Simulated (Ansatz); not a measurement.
cyclo-(SiH2)3 (Si₃H₆). The state is a singlet with charge 0. Geometry PBE-D4/def2-TZVP, basis def2-TZVP, Ansatz.

```xyz
9

Si    1.025    0.836   -0.275
H     1.402    1.249   -1.660
H     1.899    1.445    0.771
Si    0.214   -1.333    0.065
H     0.592   -2.046    1.321
H     0.098   -2.247   -1.110
Si   -1.239    0.497    0.211
H    -1.752    0.898    1.554
H    -2.239    0.701   -0.878
```

| run | HOMO (eV) | LUMO (eV) |
| --- | --- | --- |
| A | -7.76 | -0.09 |
| B | -6.18 | -1.87 |
| C | -9.07 | 0.96 |
| D | -7.06 | -1.12 |
| E | -5.97 | -2.02 |
| F | -6.94 | -1.18 |

Q: The runs used BHLYP, PBE, PBE0, r2SCAN, r2SCAN0, ωB97X-V. Estimate which is which.

A: A BHLYP (50 % exact exchange); B r2SCAN (0 % exact exchange); C ωB97X-V (range-separated); D r2SCAN0 (25 % exact exchange); E PBE (0 % exact exchange); F PBE0 (25 % exact exchange). Exact exchange lowers occupied and raises empty levels; among semilocal functionals meta-GGAs tend to open the gap a little, and such runs are hard to tell apart. The gap grows from 3.95 eV (PBE) to 10.03 eV (ωB97X-V).
